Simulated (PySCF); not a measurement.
Bond curve of SN

Set-up: basis S def2-SVPD, N def2-SVPD; no relativity; PySCF 2.14. Energies in eV from S + N in their ground configurations at the same level. State: ²Π (doublet), unpaired electrons π ↑.

All columns are PBE0. A positive dipole means S(−)N(+).

```tsv
R (Å)	E (eV)	μ (D)	Mulliken charge on S (basis-dependent)	HOMO (eV)	LUMO (eV)	Mayer bond order	⟨S²⟩
1.294	-2.756	-1.86	0.20	-5.46	-2.84	2.62	0.75
1.355	-3.833	-1.85	0.20	-5.76	-3.11	2.57	0.76
1.415	-4.419	-1.82	0.21	-6.05	-3.38	2.53	0.76
1.460	-4.622	-1.78	0.21	-6.27	-3.59	2.50	0.76
1.505	-4.672	-1.72	0.21	-6.49	-3.80	2.48	0.76
1.550	-4.607	-1.65	0.20	-6.69	-4.02	2.46	0.76
1.610	-4.387	-1.54	0.19	-6.94	-4.30	2.42	0.78
1.686	-3.978	-1.37	0.17	-7.20	-4.64	2.29	0.87
1.776	-3.425	-1.16	0.15	-7.41	-4.83	2.01	1.10
1.896	-2.712	-0.90	0.11	-7.56	-4.90	1.68	1.36
```

A fit through these points gives, at Re = 1.500 Å, μ = -1.73 D and dμ/dR = 1.39 D/Å; the reduced mass is 9.738 u.

**Question.** How strong is the fundamental in the double-harmonic approximation, I = 42.26·(dμ/dR)²/μred km/mol?

**Answer.** I = 42.26·(1.39)²/9.738 = 8.38 km/mol at PBE0.

⟨S²⟩ of the unrestricted solution departs from its pure value on part of the curve, where spin states mix. The state is the lowest determinant that a PBE0 search found; another state may lie lower at other levels.
